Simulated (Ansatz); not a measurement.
## A rate constant, worked out

An elementary step of AlH2ClO, closed shell (AlH₂ClO ([OH][AlH][Cl]) → AlCl + H₂O (still joined by a long Al–O bond); Al–O, Al–H broken or loosened, O–H formed or tightened). The start structure is the reactant molecule, and the electronic barrier above it is 3.131 eV by CCSD(T) at an estimated basis limit (MP2 extrapolated from triple and quadruple zeta, plus CCSD(T) − MP2 in triple zeta). Ansatz 0.2.0; basis: def2-TZVPP and def2-QZVPP; cores frozen in the correlated methods. Extrapolation: Hartree–Fock as exp(−7.88 √X), correlation as X^−2.97. Harmonic wavenumbers at PBE0-D4/def2-TZVP (Ansatz 0.2.0), in cm⁻¹:

Start: 200, 379, 489, 506, 604, 684, 884, 2016, 3959.

Saddle: 1484i, 156, 264, 332, 492, 629, 808, 1713, 3698.

(1) Work out the transition-state-theory rate constant at 900 K from these numbers alone (harmonic vibrations; rotation, path degeneracy and anharmonicity left out), and the Wigner tunnelling factor. Use 1 cm⁻¹ = 1.2398 × 10⁻⁴ eV and k_B = 8.617 × 10⁻⁵ eV/K.

The T1 diagnostic stays at or below 0.017. The restricted Hartree–Fock reference is unstable towards an unrestricted one at one or more of these structures.

Results:

(1) Zero-point energies, half the sums: start 9721/2 cm⁻¹ = 0.6026 eV; saddle, real modes only, 8092/2 cm⁻¹ = 0.5016 eV.
Barrier with zero-point energy: 3.131 + 0.5016 − 0.6026 = 3.0300 eV.
k_BT = 0.07756 eV, so the barrier is 39.07 k_BT.
Vibrational partition functions from the zero-point level, ln q = −Σ ln(1 − exp(−hν/k_BT)): start 4.494, saddle 4.918.
k = (k_BT/h) exp(ln q‡ − ln q) exp(−E0/k_BT), with log₁₀(k_BT/h in s⁻¹) = 13.27: log₁₀ k = 13.27 + (0.424 − 39.07)/2.3026 = -3.51, so k ≈ 3 × 10^(-4) s⁻¹.
Wigner factor: 1 + (hν‡/k_BT)²/24 = 1 + (2.37)²/24 = 1.23. A change of 1 kcal/mol (0.043 eV) in the barrier would change k by a factor of 1.7 at this temperature.

Labels in which every atom is bracketed show which atoms are joined, not bond orders.

For scale, one of the runs: CCSD(T)/def2-TZVPP, 143 basis functions, launched by `ansatz run in.yaml --threads 2 --pin off --events-out ev --progress --plain --max-ram 4352MiB`. The run took 9.5 s on 2 CPU threads of an Arm Neoverse V2 (shared host), with 0.77 GiB of host memory at its peak.
